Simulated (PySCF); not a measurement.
# Calculated NMR parameters of F/C=C\F

```
Formula                               : C2H2F2
SMILES                                : F/C=C\F
InChI                                 : InChI=1S/C2H2F2/c3-1-2-4/h1-2H/b2-1-
Point group of the computed structure : C2v
Degrees of unsaturation               : 1
Carbon signals                        : 1
Proton signals                        : 1
```

Molfile (atoms numbered from 1):
```
C2H2F2
     RDKit          3D

  6  5  0  0  0  0  0  0  0  0999 V2000
   -1.3845    1.0507    0.1650 F   0  0  0  0  0  0  0  0  0  0  0  0
   -0.6469   -0.0614    0.1355 C   0  0  0  0  0  0  0  0  0  0  0  0
    0.6492   -0.0746   -0.1198 C   0  0  0  0  0  0  0  0  0  0  0  0
    1.3653    1.0219   -0.3775 F   0  0  0  0  0  0  0  0  0  0  0  0
   -1.2151   -0.9547    0.3423 H   0  0  0  0  0  0  0  0  0  0  0  0
    1.2352   -0.9798   -0.1408 H   0  0  0  0  0  0  0  0  0  0  0  0
  1  2  1  0
  2  3  2  0
  3  4  1  0
  2  5  1  0
  3  6  1  0
M  END
```

Non-relativistic, averaged over atoms made equivalent by symmetry, fast rotation or ring inversion, one computed conformer, gas phase. NMR shieldings at PBE0/pcSseg-1/GIAO; structure optimised with GFN2-xTB; PySCF 2.14.0 with density-fitted response routines.

Scale: TMS for ¹H (31.72 ppm) and ¹³C (186.93 ppm); CFCl3 for ¹⁹F (170.95 ppm) (reference shieldings calculated alike).

| carbon | δC, type | δH (multiplicity) | HMBC from (2–3 bonds) | span of the C tensor (ppm) |
| --- | --- | --- | --- | --- |
| C2/C3 | 145.6, CH | 6.46 (m) | H5/H6 | 129 |

Other nuclei:
```json
{"atoms": "F1/F4", "nucleus": "¹⁹F", "environment": "vinylic fluorine", "δ (ppm)": "-165.2", "σ (ppm)": "336.1"}
```

Carbon types of the structure: 2 × CH, which accounts for all hydrogens. δC 145.6: alkene CH; the olefinic region. δH 6.46: hydrogen on an alkene CH; attached to an sp2 carbon and in the plane of the double bond.

Splittings by ¹⁹F in the carbon and heteronuclear signals aren't shown, as no couplings were computed. Shifts are as computed. Against solution values, carbons near 30 ppm lie about +3 ppm off and those near 130 ppm about +5 ppm. Of 246 compounds with measured shifts, 49 miss one by over three times the rms of a fit or turn the order of signals round; such compounds aren't used in these exercises. Unscaled 19F shifts against computed CFCl3 carry errors that often reach 10 to 50 ppm.
